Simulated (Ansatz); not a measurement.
Compare A (`NC1C=C1`) with its isomer B (`C1=CNC1`).

Calculated with Ansatz (gas phase, PBE0-D4/def2-TZVP geometries, no zero-point term in ΔE). CCSD(T)/CBS is the MP2 limit (def2-TZVPP, def2-QZVPP) plus CCSD(T) − MP2 in def2-TZVPP, frozen cores. Functionals use def2-TZVPP. B3LYP here is the variant with VWN-RPA as its local correlation; programs differ in this. One conformer a species, not always the lowest.

(1) Which is lower in electronic energy at CCSD(T)/CBS, and by how much? (Estimate.)

(2) Give E(B) − E(A) in kcal/mol with ωB97M-V, CCSD(T)/def2-SVP, HF/def2-TZVPP, B2PLYP, MP2/def2-TZVPP, B3LYP, CCSD/def2-TZVPP. (Estimate.)

(3) Does the order hold for the free energy at 298.15 K (harmonic terms from PBE0-D4)? (Estimate.)

Largest T1 diagnostic: 0.012.

## Answers

(1) Computed: B, by 16.5 kcal/mol.

(2) Ansatz gave: ωB97M-V -16.3, CCSD(T)/def2-SVP -16.8, HF/def2-TZVPP -15.9, B2PLYP -16.4, MP2/def2-TZVPP -16.2, B3LYP -16.2, CCSD/def2-TZVPP -16.8. None reverses the order clearly.

(3) Computed: Yes: G(B) − G(A) = -14.8 kcal/mol, for one conformer each.

Leaving LDA and LC-ωPBE aside and taking each functional with its dispersion term where it has one, the values, not all of them listed here, spread over 1.3 kcal/mol, from revPBE-D4 to B97M-V. LDA lies −1.7 kcal/mol from PBE without D4.
